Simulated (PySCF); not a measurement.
## Unknown: peak-picked proton spectrum

Formula C4H6. The spectrum was simulated from the full spin Hamiltonian at 500 MHz with 1.2 Hz Lorentzian lines, from shifts rounded to 0.01 ppm and J to 0.1 Hz, couplings under 1 Hz left out.

Maxima in Hz from TMS (height), grouped by integral:
2H: 1164.2 (8), 1160.4 (9), 1156.0 (25), 1152.2 (26), 1148.0 (26), 1144.2 (26), 1139.9 (9), 1136.0 (9)
1H: 678.8 (18), 675.0 (34), 671.2 (17)
3H: 618.1 (51), 610.0 (100), 601.9 (48)

$^{13}$C{$^{1}$H} NMR (computed): δ 90.4 (C), 74.3 (CH), 16.8 (CH3), 15.2 (CH2).

One averaged value for each set of equivalent atoms, no relativistic terms, a single conformation, in vacuum. Coordinates at the GFN2-xTB level; NMR shieldings at PBE0/pcSseg-1/GIAO; spin–spin couplings from B3LYP/pcJ-1 (without the spin–dipole term); PySCF.

Chemical shifts δ = σref − σ; $^{1}$H and $^{13}$C against TMS, all at this level.

Question: Analyse the multiplets.

Answer: $^{1}$H NMR (500 MHz, computed): δ 2.30 (qd, J = 8.1, 3.8 Hz, 2H), 1.35 (t, J = 3.8 Hz, 1H), 1.22 (t, J = 8.1 Hz, 3H). These are first-order names from the parameters used; overlap and second-order distortion can hide them in the list.

Question: What is the compound?

Answer: `InChI=1S/C4H6/c1-3-4-2/h1H,4H2,2H3`.

Atom-mapped SMILES (the numbers label the heavy atoms): `[CH:1]#[C:2][CH2:3][CH3:4]`; H(Xn) means a hydrogen on atom n.

1. δ 2.30: H(C3), hydrogen on a propargylic sp3 CH2, coupled to H(C4) (8.1 Hz), H(C1) (3.8 Hz).
2. δ 1.35: H(C1), hydrogen on a terminal alkyne carbon, coupled to H(C3) (3.8 Hz).
3. δ 1.22: H(C4), hydrogen on a methyl carbon, coupled to H(C3) (8.1 Hz).

Splittings below 1 Hz are ignored in the labels, and close J values are merged. Unscaled 3J(H,H) at this level run about 10 % above measured values. Shifts are as computed. Against solution values, carbons near 30 ppm lie about +3 ppm off and those near 130 ppm about +5 ppm. Of 1211 compounds with measured shifts, 218 miss one by over three times the rms of a fit or turn the order of signals round; such compounds aren't used in these exercises.
